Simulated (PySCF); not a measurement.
CH2Cl2, singlet, at the geometry of the source list; MP2/3-21G (PySCF).

PySCF was given this input:
```python
from pyscf import gto, scf, mp

mol = gto.Mole()
mol.atom = '''
    Cl   -1.449200    0.862500   -0.041200
    C    -0.002200   -0.155500    0.009000
    Cl    1.473300    0.819800   -0.055700
    H    -0.005700   -0.711500    0.945800
    H    -0.016200   -0.815300   -0.857800
'''
mol.basis = '3-21g'
mol.charge = 0
mol.spin = 0
mol.verbose = 4
mol.build()

mf = scf.RHF(mol)
mf.kernel()

pt = mp.MP2(mf)
pt.kernel()
print('E(MP2) = %.10f' % pt.e_tot)
```

**Question.** What does PySCF print? Leave out banner, timings and long lists.

**Answer.** 
```
PySCF version 2.14.0

[INPUT] verbose = 4
[INPUT] num. atoms = 5
[INPUT] num. electrons = 42
[INPUT] charge = 0
[INPUT] spin (= nelec alpha-beta = 2S) = 0
[INPUT] symmetry False subgroup None
[INPUT] Mole.unit = angstrom
[INPUT] Symbol           X                Y                Z      unit          X                Y                Z       unit  Magmom
[INPUT]  1 Cl    -1.449200000000   0.862500000000  -0.041200000000 AA   -2.738591099720   1.629888782437  -0.077856716332 Bohr   0.0
[INPUT]  2 C     -0.002200000000  -0.155500000000   0.009000000000 AA   -0.004157397474  -0.293852412370   0.017007535121 Bohr   0.0
[INPUT]  3 Cl     1.473300000000   0.819800000000  -0.055700000000 AA    2.784133499322   1.549197476918  -0.105257745138 Bohr   0.0
[INPUT]  4 H     -0.005700000000  -0.711500000000   0.945800000000 AA   -0.010771438910  -1.344540137628   1.787302968614 Bohr   0.0
[INPUT]  5 H     -0.016200000000  -0.815300000000  -0.857800000000 AA   -0.030613563218  -1.540693709358  -1.621007069652 Bohr   0.0

nuclear repulsion = 134.732516689966
number of shells = 23
number of NR pGTOs = 75
number of NR cGTOs = 39
basis = 3-21g
ecp = {}

******** <class 'pyscf.scf.hf.RHF'> ********
method = RHF
initial guess = minao
damping factor = 0
level_shift factor = 0
DIIS = <class 'pyscf.scf.diis.CDIIS'>
diis_start_cycle = 1
diis_space = 8
diis_damp = 0
SCF conv_tol = 1e-09
SCF conv_tol_grad = None
SCF max_cycles = 50
direct_scf = True
direct_scf_tol = 1e-13
Set gradient conv threshold to 3.16228e-05
Initial guess from minao.
init E= -953.064583544779
  HOMO = -0.346285145162971  LUMO = 0.0770485083858878  gap/eV = 11.51950
cycle= 1 E= -953.294809280197  delta_E= -0.23  |g|= 0.498  |ddm|= 2.07
  HOMO = -0.443531664697275  LUMO = 0.0807875335077728  gap/eV = 14.26745
cycle= 2 E= -953.361198468045  delta_E= -0.0664  |g|= 0.312  |ddm|= 1.04
  HOMO = -0.451451951134446  LUMO = 0.144084156479552  gap/eV = 16.20536
cycle= 3 E= -953.383928012512  delta_E= -0.0227  |g|= 0.0284  |ddm|= 0.259
  HOMO = -0.450356120556612  LUMO = 0.154438587480438  gap/eV = 16.45730
cycle= 4 E= -953.384425771714  delta_E= -0.000498  |g|= 0.00602  |ddm|= 0.0857
  HOMO = -0.451502287129399  LUMO = 0.153790507210708  gap/eV = 16.47086
cycle= 5 E= -953.384457624576  delta_E= -3.19e-05  |g|= 0.0011  |ddm|= 0.024
  HOMO = -0.451322092887642  LUMO = 0.154169720787742  gap/eV = 16.47627
cycle= 6 E= -953.384458530577  delta_E= -9.06e-07  |g|= 0.000287  |ddm|= 0.00356
  HOMO = -0.451420258662649  LUMO = 0.15414674897845  gap/eV = 16.47832
cycle= 7 E= -953.384458589788  delta_E= -5.92e-08  |g|= 5.72e-05  |ddm|= 0.00091
  HOMO = -0.451422713880536  LUMO = 0.154144370080068  gap/eV = 16.47832
cycle= 8 E= -953.384458592604  delta_E= -2.82e-09  |g|= 8.86e-06  |ddm|= 0.000206
  HOMO = -0.451423863395226  LUMO = 0.154145471390525  gap/eV = 16.47838
cycle= 9 E= -953.384458592694  delta_E= -8.94e-11  |g|= 2.15e-06  |ddm|= 3.37e-05
  HOMO = -0.451423960103914  LUMO = 0.154145314852443  gap/eV = 16.47838
Extra cycle  E= -953.384458592692  delta_E= 1.82e-12  |g|= 9.79e-07  |ddm|= 5.5e-06
converged SCF energy = -953.384458592692

******** <class 'pyscf.mp.mp2.RMP2'> ********
nocc = 21, nmo = 39
E(RMP2) = -953.579464869583  E_corr = -0.195006276891056
E(SCS-RMP2) = -953.579933603584  E_corr = -0.195475010892423
E_corr(same-spin) = -0.0444606015886667
E_corr(oppo-spin) = -0.15054567530239
E(MP2) = -953.5794648696
```
